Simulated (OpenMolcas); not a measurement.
# SiH2OF (SMILES O[SiH]F), step by step

Aim: the energy (UHF/def2-TZVP), then a single-point energy (CASSCF(3,3)/def2-TZVP), then a single-point energy (CASPT2(3,3)/def2-TZVP), then a single-point energy, then a single-point energy (SC-NEVPT2(3,3)/def2-TZVP), then the energy of SiH2OF. 

The calculation is run with OpenMolcas 26.06.

## 1. The system as given

SiH2OF: 5 atoms, total charge 0, spin state doublet. SMILES: `O[SiH]F`. The Si2–F3 distance was set to 3.527 Å, away from the relaxed value. At this shape a bond of the SMILES string is far longer than usual.

Bond lengths: O1–Si2 1.636 Å, O1–H4 0.959 Å, Si2–H5 1.490 Å. Angles: O1–Si2–H5 105.3°, Si2–O1–H4 119.2°.

## 2. A single-point energy at UHF/def2-TZVP (RICD fitting) (run 1)

File step1.inp:

```
&GATEWAY
BasLib = $CurrDir
Coord
5
bohr
O     -0.98817559    -4.84819253     1.23802761
Si     0.71087717    -2.71223509     2.69198289
F      0.39117331     3.11143406    -0.53498147
H     -2.78209260    -4.62237026     1.12143151
H      3.36575341    -3.63498836     2.52436419
Basis = def2-TZVP
Group = NoSym
RICD
&SEWARD
&SCF
UHF
Spin = 2
Scramble = 0.25
PrOrbitals = 1 2
```

The basis set def2-TZVP is read from a file made from the Basis Set Exchange's data (not shown).

Launch:

```
export MOLCAS_MEM=1860
pymolcas step1.inp > step1.log
```

Log:

```text
--- Start Module: gateway ---
[...]
--- Stop Module: gateway /rc=_RC_ALL_IS_WELL_ ---
--- Start Module: seward ---
[...]
      Basis functions          111
--- Stop Module: seward /rc=_RC_ALL_IS_WELL_ ---
[...]
--- Start Module: scf ---
[...]
       Convergence after  55 Iterations
[...]
::    Total SCF energy                               -464.4045176560
[...]
      Total spin, S                                     0.6535010699
[...]
      Total electronic charge=   33.000000
      Total            charge=   -0.000000
[...]
      Dipole Moment (debye):
      Origin of the operator (angstrom)=    0.0985   -0.8358    0.7217
                   X= -1.0678E+00               Y= -6.8403E-02               Z=  1.7849E-02           Total=  1.0701E+00
      Quadrupole Moment (debye*angstrom):
[...]
--- Stop Module: scf /rc=_RC_ALL_IS_WELL_ ---
[...]
```

Wall time 15 s (1 thread of Arm Neoverse V2, shared host); peak memory 0.091 GiB.

## 3. The energy at CASSCF(3,3)/def2-TZVP (RICD fitting) (run 2)

File step2.inp:

```
* FH2OSi CASSCF
>>> EXPORT MOLCAS_PRINT=2

&GATEWAY
 BasLib = $CurrDir
 Coord
 5
 bohr
 O     -0.98817559    -4.84819253     1.23802761
 Si     0.71087717    -2.71223509     2.69198289
 F      0.39117331     3.11143406    -0.53498147
 H     -2.78209260    -4.62237026     1.12143151
 H      3.36575341    -3.63498836     2.52436419
 Basis = def2-TZVP
 Group = NoSym
 RICD

&SEWARD

&RASSCF
 FileOrb = $CurrDir/step1.UnaOrb
 Spin = 2
 Nactel = 3 0 0
 Inactive = 15
 Ras2 = 3
 OrbListing = Nothing
```

The basis set def2-TZVP is read from a file made from the Basis Set Exchange's data (not shown).

Launch:

```
export MOLCAS_MEM=1860
pymolcas step2.inp > step2.log
```

Log:

```text
--- Start Module: gateway ---
[...]
--- Stop Module: gateway /rc=_RC_ALL_IS_WELL_ ---
--- Start Module: seward ---
[...]
      Basis functions          111
--- Stop Module: seward /rc=_RC_ALL_IS_WELL_ ---
[...]
--- Start Module: rasscf ---
[...]
      Number of active orbitals                  3
[...]
      Spin quantum number                      0.5
[...]
      Active orbitals                            3
[...]
      Number of CSFs                             8
[...]
      Number of root(s) required                 1
[...]
      Convergence after 24 iterations
[...]
      printout of CI-coefficients larger than  0.05 for root  1
      energy=    -464.418814
      conf/sym  111     Coeff  Weight
             1  2u0  -0.97623 0.95302
             8  0u2  -0.21498 0.04622
      Natural orbitals and occupation numbers for root  1
      sym 1:   1.906556   1.000008   0.093436
      ************************************************************************************************************************
      *                                                    Final results                                                     *
[...]
::    RASSCF root number  1 Total energy:   -464.41881358
[...]
      Total electronic charge=   33.000000
      Total            charge=   -0.000000
[...]
      Dipole Moment (debye):
      Origin of the operator (angstrom)=    0.0985   -0.8358    0.7217
                   X= -1.0489E+00               Y=  4.2400E-02               Z= -6.3353E-02           Total=  1.0516E+00
      Quadrupole Moment (debye*angstrom):
[...]
--- Stop Module: rasscf /rc=_RC_ALL_IS_WELL_ ---
[...]
```

Wall time 9 s (1 thread of Arm Neoverse V2, shared host); peak memory 0.096 GiB.

## 4. The energy at CASPT2(3,3)/def2-TZVP (RICD fitting) (run 3)

File step3.inp:

```
&GATEWAY
 BASLIB=$CurrDir
 COORD
 5
 bohr
 O     -0.98817559    -4.84819253     1.23802761
 Si     0.71087717    -2.71223509     2.69198289
 F      0.39117331     3.11143406    -0.53498147
 H     -2.78209260    -4.62237026     1.12143151
 H      3.36575341    -3.63498836     2.52436419
 BASIS=def2-TZVP
 GROUP=NoSym
 RICD

&SEWARD

&RASSCF
 FILEORB=$CurrDir/step2.RasOrb
 SPIN=2
 NACTEL=3 0 0
 INACTIVE=15
 RAS2=3
 ORBLISTING=Nothing

&CASPT2
 IPEA=0.25
 IMAGINARY=0.1
 FROZEN=7
```

The basis set def2-TZVP is read from a file made from the Basis Set Exchange's data (not shown).

Launch:

```
export MOLCAS_MEM=1860
pymolcas step3.inp > step3.log
```

Log:

```text
--- Start Module: gateway ---
[...]
--- Stop Module: gateway /rc=_RC_ALL_IS_WELL_ ---
[...]
      Basis functions          111
[...]
--- Start Module: rasscf ---
[...]
      Number of active orbitals                  3
[...]
      Spin quantum number                      0.5
[...]
      Active orbitals                            3
[...]
      Number of CSFs                             8
[...]
      Number of root(s) required                 1
[...]
      Convergence after  4 iterations
[...]
      printout of CI-coefficients larger than  0.05 for root  1
      energy=    -464.418814
      conf/sym  111     Coeff  Weight
             1  2u0  -0.97623 0.95302
             8  0u2  -0.21498 0.04622
      Natural orbitals and occupation numbers for root  1
      sym 1:   1.906553   1.000008   0.093439
      ************************************************************************************************************************
      *                                                    Final results                                                     *
[...]
::    RASSCF root number  1 Total energy:   -464.41881358
[...]
      Total electronic charge=   33.000000
      Total            charge=   -0.000000
[...]
      Dipole Moment (debye):
      Origin of the operator (angstrom)=    0.0985   -0.8358    0.7217
                   X= -1.0488E+00               Y=  4.2501E-02               Z= -6.3367E-02           Total=  1.0516E+00
      Quadrupole Moment (debye*angstrom):
[...]
--- Stop Module: rasscf /rc=_RC_ALL_IS_WELL_ ---
[...]
--- Start Module: caspt2 ---
[...]
 ###    WARNING: User changed nr of frozen orbitals.                         ###
 ###############################################################################
[...]
      E2 (Variational):          -0.5286357150
      Total energy:            -464.9474492993
[...]
      Reference weight:           0.88729
[...]
::    CASPT2 Root  1     Total energy:   -464.94744930
[...]
--- Stop Module: caspt2 /rc=_RC_ALL_IS_WELL_ ---
[...]
```

Wall time 6 s (1 thread of Arm Neoverse V2, shared host); peak memory 0.12 GiB.

## 5. A single-point energy at CASPT2[IPEA 0](3,3)/def2-TZVP (RICD fitting) (run 4)

File step4.input:

```
* FH2OSi CASPT2

&GATEWAY
  BasLib=$CurrDir
  Coord
  5
  bohr
  O     -0.98817559    -4.84819253     1.23802761
  Si     0.71087717    -2.71223509     2.69198289
  F      0.39117331     3.11143406    -0.53498147
  H     -2.78209260    -4.62237026     1.12143151
  H      3.36575341    -3.63498836     2.52436419
  Basis=def2-TZVP
  Group=NoSym
  RICD

&SEWARD

&RASSCF
  FileOrb=$CurrDir/step2.RasOrb
  Spin=2
  Nactel=3 0 0
  Inactive=15
  Ras2=3
  OrbListing=Nothing

&CASPT2
  IPEA=0
  Imaginary=0.1
  Frozen=7
```

The basis set def2-TZVP is read from a file made from the Basis Set Exchange's data (not shown).

Launch:

```
export MOLCAS_MEM=1860
pymolcas step4.input > step4.log
```

Log:

```text
--- Start Module: gateway ---
[...]
--- Stop Module: gateway /rc=_RC_ALL_IS_WELL_ ---
[...]
      Basis functions          111
[...]
--- Start Module: rasscf ---
[...]
      Number of active orbitals                  3
[...]
      Spin quantum number                      0.5
[...]
      Active orbitals                            3
[...]
      Number of CSFs                             8
[...]
      Number of root(s) required                 1
[...]
      Convergence after  4 iterations
[...]
      printout of CI-coefficients larger than  0.05 for root  1
      energy=    -464.418814
      conf/sym  111     Coeff  Weight
             1  2u0  -0.97623 0.95302
             8  0u2  -0.21498 0.04622
      Natural orbitals and occupation numbers for root  1
      sym 1:   1.906553   1.000008   0.093439
      ************************************************************************************************************************
      *                                                    Final results                                                     *
[...]
::    RASSCF root number  1 Total energy:   -464.41881358
[...]
      Total electronic charge=   33.000000
      Total            charge=   -0.000000
[...]
      Dipole Moment (debye):
      Origin of the operator (angstrom)=    0.0985   -0.8358    0.7217
                   X= -1.0488E+00               Y=  4.2501E-02               Z= -6.3367E-02           Total=  1.0516E+00
      Quadrupole Moment (debye*angstrom):
[...]
--- Stop Module: rasscf /rc=_RC_ALL_IS_WELL_ ---
[...]
--- Start Module: caspt2 ---
[...]
 ###    WARNING: User changed nr of frozen orbitals.                         ###
 ###############################################################################
[...]
      E2 (Variational):          -0.5319764562
      Total energy:            -464.9507900406
[...]
      Reference weight:           0.88499
[...]
::    CASPT2 Root  1     Total energy:   -464.95079004
[...]
--- Stop Module: caspt2 /rc=_RC_ALL_IS_WELL_ ---
[...]
```

Run time: 5.7 s. Hardware: 1 thread of Arm Neoverse V2, shared host; peak memory 0.12 GiB.

## 6. The energy at SC-NEVPT2(3,3)/def2-TZVP (RICD fitting) (run 5)

File step5.inp:

```
* FH2OSi NEVPT2

&GATEWAY
  BasLib=$CurrDir
  Coord
  5
  bohr
  O     -0.98817559    -4.84819253     1.23802761
  Si     0.71087717    -2.71223509     2.69198289
  F      0.39117331     3.11143406    -0.53498147
  H     -2.78209260    -4.62237026     1.12143151
  H      3.36575341    -3.63498836     2.52436419
  Basis=def2-TZVP
  Group=NoSym
  RICD

&SEWARD

&RASSCF
  FileOrb=$CurrDir/step2.RasOrb
  Spin=2
  Nactel=3 0 0
  Inactive=15
  Ras2=3
  OrbListing=Nothing

&CASPT2
  SC-NEVPT2
  Frozen=7
```

The basis set def2-TZVP is read from a file made from the Basis Set Exchange's data (not shown).

Launch:

```
export MOLCAS_MEM=1860
pymolcas step5.inp > step5.log
```

Log:

```text
--- Start Module: gateway ---
[...]
--- Stop Module: gateway /rc=_RC_ALL_IS_WELL_ ---
[...]
      Basis functions          111
[...]
--- Start Module: rasscf ---
[...]
      Number of active orbitals                  3
[...]
      Spin quantum number                      0.5
[...]
      Active orbitals                            3
[...]
      Number of CSFs                             8
[...]
      Number of root(s) required                 1
[...]
      Convergence after  4 iterations
[...]
      printout of CI-coefficients larger than  0.05 for root  1
      energy=    -464.418814
      conf/sym  111     Coeff  Weight
             1  2u0  -0.97623 0.95302
             8  0u2  -0.21498 0.04622
      Natural orbitals and occupation numbers for root  1
      sym 1:   1.906553   1.000008   0.093439
      ************************************************************************************************************************
      *                                                    Final results                                                     *
[...]
::    RASSCF root number  1 Total energy:   -464.41881358
[...]
      Total electronic charge=   33.000000
      Total            charge=   -0.000000
[...]
      Dipole Moment (debye):
      Origin of the operator (angstrom)=    0.0985   -0.8358    0.7217
                   X= -1.0488E+00               Y=  4.2501E-02               Z= -6.3367E-02           Total=  1.0516E+00
      Quadrupole Moment (debye*angstrom):
[...]
--- Stop Module: rasscf /rc=_RC_ALL_IS_WELL_ ---
[...]
--- Start Module: caspt2 ---
[...]
 ###    WARNING: User changed nr of frozen orbitals.                         ###
 ###############################################################################
[...]
      E2 (Variational):          -0.5208558909
[...]
      E2 (Variational):          -0.5208060423
      Total energy:            -464.9396196266
[...]
      Reference weight:           0.89186
[...]
::    SC-NEVPT2 Root  1     Total energy:   -464.93961963
[...]
--- Stop Module: caspt2 /rc=_RC_ALL_IS_WELL_ ---
[...]
```

It took 5.4 s on 1 thread of Arm Neoverse V2, shared host; peak memory 0.12 GiB.

## 7. A single-point energy at PC-NEVPT2(3,3)/def2-TZVP (RICD fitting) (run 6)

File step6.input:

```
* FH2OSi NEVPT2
&GATEWAY
BasLib=$CurrDir
Coord
5
bohr
O     -0.98817559    -4.84819253     1.23802761
Si     0.71087717    -2.71223509     2.69198289
F      0.39117331     3.11143406    -0.53498147
H     -2.78209260    -4.62237026     1.12143151
H      3.36575341    -3.63498836     2.52436419
Basis=def2-TZVP
Group=NoSym
RICD
&SEWARD
&RASSCF
FileOrb=$CurrDir/step2.RasOrb
Spin=2
Nactel=3 0 0
Inactive=15
Ras2=3
OrbListing=Nothing
&CASPT2
PC-NEVPT2
Frozen=7
```

The basis set def2-TZVP is read from a file made from the Basis Set Exchange's data (not shown).

Launch:

```
export MOLCAS_MEM=1860
pymolcas step6.input > step6.log
```

Log:

```text
--- Start Module: gateway ---
[...]
--- Stop Module: gateway /rc=_RC_ALL_IS_WELL_ ---
[...]
      Basis functions          111
[...]
--- Start Module: rasscf ---
[...]
      Number of active orbitals                  3
[...]
      Spin quantum number                      0.5
[...]
      Active orbitals                            3
[...]
      Number of CSFs                             8
[...]
      Number of root(s) required                 1
[...]
      Convergence after  4 iterations
[...]
      printout of CI-coefficients larger than  0.05 for root  1
      energy=    -464.418814
      conf/sym  111     Coeff  Weight
             1  2u0  -0.97623 0.95302
             8  0u2  -0.21498 0.04622
      Natural orbitals and occupation numbers for root  1
      sym 1:   1.906553   1.000008   0.093439
      ************************************************************************************************************************
      *                                                    Final results                                                     *
[...]
::    RASSCF root number  1 Total energy:   -464.41881358
[...]
      Total electronic charge=   33.000000
      Total            charge=   -0.000000
[...]
      Dipole Moment (debye):
      Origin of the operator (angstrom)=    0.0985   -0.8358    0.7217
                   X= -1.0488E+00               Y=  4.2501E-02               Z= -6.3367E-02           Total=  1.0516E+00
      Quadrupole Moment (debye*angstrom):
[...]
--- Stop Module: rasscf /rc=_RC_ALL_IS_WELL_ ---
[...]
--- Start Module: caspt2 ---
[...]
 ###    WARNING: User changed nr of frozen orbitals.                         ###
 ###############################################################################
[...]
      E2 (Variational):          -0.5208558909
[...]
      E2 (Variational):          -0.5208060423
      Total energy:            -464.9396196266
[...]
      Reference weight:           0.89186
[...]
::    PC-NEVPT2 Root  1     Total energy:   -464.93966948
[...]
--- Stop Module: caspt2 /rc=_RC_ALL_IS_WELL_ ---
[...]
```

Wall time 5.4 s (1 thread of Arm Neoverse V2, shared host); peak memory 0.12 GiB.

## 8. Outcome

| quantity | value |
| --- | --- |
| run 1, UHF/def2-TZVP: total energy | -464.40452 Eh |
| run 1, UHF/def2-TZVP: dipole moment | 1.07 D |
| run 1, UHF/def2-TZVP: HOMO energy (highest over α and β) | -9.07 eV |
| run 1, UHF/def2-TZVP: LUMO energy (lowest over α and β) | 1.03 eV |
| run 1, UHF/def2-TZVP: ⟨S²⟩ | 1.081 |
| run 2, CASSCF(3,3)/def2-TZVP: total energy | -464.41881 Eh |
| run 2, CASSCF(3,3)/def2-TZVP: dipole moment (CASSCF density) | 1.05 D |
| run 3, CASPT2(3,3)/def2-TZVP: total energy | -464.94745 Eh |
| run 3, CASPT2(3,3)/def2-TZVP: dipole moment (CASSCF density) | 1.05 D |
| run 4, CASPT2[IPEA 0](3,3)/def2-TZVP: total energy | -464.95079 Eh |
| run 4, CASPT2[IPEA 0](3,3)/def2-TZVP: dipole moment (CASSCF density) | 1.05 D |
| run 5, SC-NEVPT2(3,3)/def2-TZVP: total energy | -464.93962 Eh |
| run 5, SC-NEVPT2(3,3)/def2-TZVP: dipole moment (CASSCF density) | 1.05 D |
| run 6, PC-NEVPT2(3,3)/def2-TZVP: total energy | -464.93967 Eh |
| run 6, PC-NEVPT2(3,3)/def2-TZVP: dipole moment (CASSCF density) | 1.05 D |

**Reading.** ⟨S²⟩ (run 1, UHF/def2-TZVP) is 1.08 where a pure doublet has 0.75: the reference is spin-contaminated. Mulliken charges (run 1, UHF/def2-TZVP) run from -0.60 on O1 to +0.36 on H4; they depend strongly on the basis. Mulliken charges (run 4, CASPT2[IPEA 0](3,3)/def2-TZVP) of the CASSCF density run from -0.61 on O1 to +0.36 on H4; they depend strongly on the basis. Mulliken charges (run 6, PC-NEVPT2(3,3)/def2-TZVP) of the CASSCF density run from -0.61 on O1 to +0.36 on H4; they depend strongly on the basis.
